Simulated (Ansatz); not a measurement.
Ansatz (a program for electronic structure) input:

Ansatz 0.2 input:
```yaml
crystal:
  periodic: [false, false, false]
  atoms:
    - {symbol: C, position_ang: [-0.01241639, 1.32206426, -0.15805984]}
    - {symbol: O, position_ang: [0.00414915, 0.05348056, 0.61048173]}
    - {symbol: C, position_ang: [0.00797392, -1.09297501, -0.17315524]}
    - {symbol: H, position_ang: [0.86116398, 1.24654712, -0.85628355]}
    - {symbol: H, position_ang: [-0.89501764, 1.23163680, -0.84304143]}
    - {symbol: H, position_ang: [0.02047670, -1.98820923, 0.47696201]}
    - {symbol: H, position_ang: [-0.88196323, -1.15369441, -0.83042416]}
    - {symbol: H, position_ang: [0.88880180, -1.13866028, -0.84377624]}
basis:
  gaussian:
    orbitals: def2-TZVP
hamiltonian:
  xc: {name: PBE0}
total_charge: -1
```

**Question.** What final total energy does it print?

**Answer.** -154.22289 Eh (PBE0/def2-TZVP). The basis has 123 functions.

It need not be the lowest isomer of its formula. Whether it binds its extra electron was not tested at this geometry.
